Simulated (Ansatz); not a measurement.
Niobium, bcc: convergence with the k-point mesh

Computed with Ansatz, r²SCAN, scalar-relativistic PAW, on the relaxed cell (a = 3.302 Å; spin not included). Errors count from a run at 500 eV on a Γ-centred 22×22×22 mesh with Fermi-Dirac smearing of 0.1 eV, extrapolated to zero width. Fixed here: cutoff 500 eV, Fermi-Dirac width 0.1 eV. The SCF starts from atomic densities corrected by a trained network.

| k-mesh | E(σ→0) error (meV/atom) | P (GPa) | SCF iterations |
| --- | --- | --- | --- |
| 2×2×2 | -1168.3 | -22.81 | 6 |
| 3×3×3 | -131.3 | 0.03 | 6 |
| 5×5×5 | 64.1 | -0.48 | 6 |
| 6×6×6 | 25.7 | -2.25 | 6 |
| 8×8×8 | -29.3 | 0.46 | 6 |
| 11×11×11 | 6.9 | 0.80 | 6 |
| 19×19×19 | -0.9 | 0.32 | 6 |

What does the run at 14×14×14 give (k-mesh)?

E(σ→0) error (meV/atom): 3.3; P (GPa): 0.67; SCF iterations: 6.

Within 5 meV/atom of the last row: from 14×14×14 on.
